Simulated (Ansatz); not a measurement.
# CH₃F+ (doublet): from Hartree-Fock to the top rungs, def2-TZVPP

One table from this session's results is given with a row withheld; the runs are named, their logs left out.

Computed with Ansatz 0.2.0, Gaussian basis. Level: def2-TZVPP, core rule «outside noble gas», up to 2 orbitals frozen.

Plan: UHF; ROHF; CCSD(T) on UHF.

2 further runs of the same task are left out: 2 set aside as unsound or not needed.

### The geometry

The geometry is a PBE0/def2-TZVP stationary point (not a proven minimum) of the parent state, kept for this charge and spin.

5 atoms, charge 1, spin multiplicity 2.

Atoms are counted from 1 here; the program's logs count them from 0.

Bond lengths: C1–F2 1.376 Å, C1–H3 1.092 Å, C1–H4 1.092 Å, C1–H5 1.092 Å. Angles: F2–C1–H3 109.1°, F2–C1–H4 109.1°, F2–C1–H5 109.1°, H3–C1–H4 109.9°, H3–C1–H5 109.9°, H4–C1–H5 109.9°.

The first run:

File in.yaml:

```yaml
crystal:
  periodic: [false, false, false]
  atoms:
    - {symbol: C, position_ang: [-0.736572, -0.007618, 0.003592]}
    - {symbol: F, position_ang: [0.639728, 0.006617, -0.003120]}
    - {symbol: H, position_ang: [-1.104340, 1.020951, 0.007133]}
    - {symbol: H, position_ang: [-1.083963, -0.528956, 0.898437]}
    - {symbol: H, position_ang: [-1.092714, -0.525930, -0.889569]}
basis:
  gaussian: {orbitals: def2-TZVPP}
total_charge: 1
magnetization: {spin_polarized: true, initial_magnetization: 1}
hamiltonian: {xc: hf}
output: {orbitals: {seedname: orbitals}}
```

Run with:

```bash
ansatz run in.yaml --threads 1 --pin off --events-out ev --progress --plain --max-ram 4096MiB --backend cpu
```

Steps of the session up to this table: UHF; ROHF; CCSD(T) on UHF.

One of the session's tables, all rows but one given; the rest of the session is left out.

It belongs to the step «Misses and costs». 

| method | from UCCSD(T) (meV) |
| --- | --- |
| ROHF | +11841.9 |
| UHF | ? |
| UMP2 | +1470.5 |
| UCCSD | +361.4 |
| UCCSD(T) | 0 |

**Question.** Estimate the row for UHF.

As computed: from UCCSD(T) (meV): +11645.1. In the column «from UCCSD(T) (meV)» it lies between UMP2 (+1470.5) and ROHF (+11841.9).
